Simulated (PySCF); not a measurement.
Molfile (atoms numbered from 1):
```
C3HF3
     RDKit          3D

  7  6  0  0  0  0  0  0  0  0999 V2000
    1.6287    0.5679   -0.2285 C   0  0  0  0  0  0  0  0  0  0  0  0
    0.5164    0.1654    0.0104 C   0  0  0  0  0  0  0  0  0  0  0  0
   -0.8381   -0.3221    0.3017 C   0  0  0  0  0  0  0  0  0  0  0  0
   -1.0688   -1.4844   -0.3060 F   0  0  0  0  0  0  0  0  0  0  0  0
   -1.7566    0.5466   -0.1154 F   0  0  0  0  0  0  0  0  0  0  0  0
   -1.0100   -0.5026    1.6096 F   0  0  0  0  0  0  0  0  0  0  0  0
    2.6202    0.9271   -0.4408 H   0  0  0  0  0  0  0  0  0  0  0  0
  1  2  3  0
  2  3  1  0
  3  4  1  0
  3  5  1  0
  3  6  1  0
  1  7  1  0
M  END
```

[PySCF 2.14.0 with density-fitted response routines: σ from GIAO-KT3/pcSseg-2; geometry: PBE0-D3(BJ)/def2-SVP; rapidly exchanging positions averaged; no relativistic terms; gas phase; a single conformation]

Chemical shifts δ = σref − σ; TMS for 13C and 1H; 19F vs CFCl3, all at this level.

| atoms | nucleus | count | δ (ppm) |
| --- | --- | --- | --- |
| F4/F5/F6 | 19F | 3 | -77.2 |
| H7 | 1H | 1 | ? |
| C3 | 13C | 1 | ? |
| C1 | 13C | 1 | 69.1 |
| C2 | 13C | 1 | 68.6 |

Task: Complete the table.

Result: 
- C3: 121.3 ppm, CF3 carbon; 3 electronegative neighbours deshield it
- H7: 2.40 ppm, hydrogen on a terminal alkyne carbon; it lies on the axis of the triple bond, in its shielding cone

Shifts are as computed, not scaled to solution data. Of 1211 compounds with measured shifts, 218 miss one by over three times the rms of a fit or turn the order of signals round; such compounds aren't used in these exercises. Unscaled 19F shifts against computed CFCl3 carry errors that often reach 10 to 50 ppm.
